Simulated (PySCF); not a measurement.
Compound: C4H7FS.
Geometry (GFN2-xTB, Å), atoms numbered from 1 in this order:
```xyz
13
C4H7FS angstrom
C     -2.452   -0.271   -0.464
C     -1.275    0.506    0.023
C     -0.010    0.164   -0.179
F      0.322   -0.959   -0.849
S      1.373    1.121    0.367
C      2.742    0.002   -0.059
H     -3.064    0.352   -1.116
H     -3.072   -0.581    0.377
H     -2.135   -1.153   -1.013
H     -1.461    1.415    0.573
H      2.745   -0.180   -1.129
H      2.635   -0.929    0.490
H      3.651    0.513    0.239
```

Method used: PySCF, TDDFT PBE0/def2-SVPD, vertical, gas phase, core orbitals frozen in the response.

Kohn–Sham orbitals with the atoms that hold most of them (Löwdin shares over 4%, at most four atoms; ? is withheld):

```
orbital  ε (eV)                            atoms
 LUMO+2    0.77   S5 33%, C1 16%, C2 13%, H10 9%
 LUMO+1    0.51    C3 31%, C2 25%, S5 16%, F4 8%
   LUMO       ?                                ?
   HOMO   -6.08                                ?
 HOMO-1   -8.49   S5 31%, C3 26%, C2 14%, F4 13%
 HOMO-2   -9.47   S5 57%, C6 13%, F4 12%, C3 10%
 HOMO-3  -10.50  C1 29%, C2 24%, H9 14%, H10 11%
```

Question: Which atoms hold the HOMO, and with what shares?

Answer: S5 (bonded to 2 C) 42%; C2 (bonded to 2 C and H) 22%; C3 (bonded to C, F and S) 16%; C6 (bonded to S and 3 H) 6%. By element: carbon 44% or more, sulfur 42%.

Question: Which atoms hold the LUMO, and with what shares?

Answer: S5 (bonded to 2 C) 44%; C6 (bonded to S and 3 H) 16%; C3 (bonded to C, F and S) 9%; F4 (bonded to C) 7%. By element: sulfur 44%, carbon 25% or more, fluorine 7%.

Question: What is the LUMO energy, and the HOMO–LUMO gap?

Answer: ε(LUMO) = 0.17 eV; the gap is 6.25 eV (0.2296 hartree).

Question: How does S1 compare with the orbital gap of 6.25 eV?

Answer: S1 is at 4.85 eV (f = 0.0023), 1.40 eV below the gap, made of HOMO→LUMO (92%). 

Question: One configuration dominates each of S1 and S3. Which, and how do the shares of the two leading atoms of either orbital change from the occupied to the empty one?

Answer: 
- S1 (4.85 eV, f 0.0023), HOMO→LUMO (92%): S5 42% → 44%, C2 22% → at most 7%, C6 6% → 16%
- S3 (5.85 eV, f 0.309), HOMO→LUMO+1 (90%): S5 42% → 16%, C2 22% → 25%, C3 16% → 31%

On one thread, Intel Xeon Platinum 8259CL at 2.50 GHz (x86_64), no GPU, shared host, this took 28 s (with the writing of density and orbital grids) and 0.75 GiB of memory at its peak.

One conformer stands for the species.
